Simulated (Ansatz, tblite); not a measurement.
Removing an electron: SiO2⁻. Charge -1, multiplicity 2. Geometry: PBE0-D4/def2-TZVPD. Ansatz, gas phase; energy differences of separate SCF runs; the oxidised species is a singlet (the triplet lies 1.74 eV higher at PBE0-D4/def2-TZVPD).

```xyz
3

Si    0.3554   -0.0835   -0.0240
O    -0.4940   -1.3607    0.2071
O     0.1386    1.4442   -0.1831
```

The xTB rows come from tblite. Correlated methods freeze 7 core orbitals. The structure comes from a short search, and lower isomers may exist.

```csv
level,−HOMO (eV),vertical IE (eV),−LUMO (eV),HOMO–LUMO gap (eV),remarks
GFN2-xTB,–,4.57,–,–,–
r2SCAN-D4/def2-TZVPD,-0.21,2.84,-2.05,1.83,"HOMO above zero (-1 doublet), restricted SCF unstable in HF (singlet)"
PBE0-D4/def2-TZVPD,0.66,2.91,-2.47,3.13,restricted SCF unstable in HF (singlet)
CCSD(T)/def2-TZVPPD,–,2.64,–,–,"large T1 (0.028) (singlet), restricted SCF unstable (singlet)"
```

(1) Estimate the rows for GFN1-xTB, PBE-D4/def2-TZVPD, MP2/def2-TZVPPD, CCSD/def2-TZVPPD.

Results:

(1) 
```json
{"level": "GFN1-xTB", "−HOMO (eV)": "–", "vertical IE (eV)": "6.42", "−LUMO (eV)": "–", "HOMO–LUMO gap (eV)": "–", "remarks": "–"}
{"level": "PBE-D4/def2-TZVPD", "−HOMO (eV)": "-0.47", "vertical IE (eV)": "2.69", "−LUMO (eV)": "-1.60", "HOMO–LUMO gap (eV)": "1.12", "remarks": "HOMO above zero (-1 doublet), restricted SCF unstable in HF (singlet)"}
{"level": "MP2/def2-TZVPPD", "−HOMO (eV)": "–", "vertical IE (eV)": "2.51", "−LUMO (eV)": "–", "HOMO–LUMO gap (eV)": "–", "remarks": "restricted SCF unstable (singlet)"}
{"level": "CCSD/def2-TZVPPD", "−HOMO (eV)": "–", "vertical IE (eV)": "2.74", "−LUMO (eV)": "–", "HOMO–LUMO gap (eV)": "–", "remarks": "large T1 (0.028) (singlet), restricted SCF unstable (singlet)"}
```

Run but left out: HF/def2-TZVPPD (neutral singlet: restricted singlet, unstable towards broken spin symmetry).  A HOMO above zero means that the electron is unbound at that level or that self-interaction error raises the level; the energy of removing that electron tells which. HOMO and LUMO are the levels of the spin that leaves or enters (xTB has no such levels and no spin-polarisation term). Other spin states of the ions may lie lower, which would lower the ionisation energy or raise the affinity. Raw xTB energy differences between charge states are shifted by several eV; the methods need an empirical correction for them.
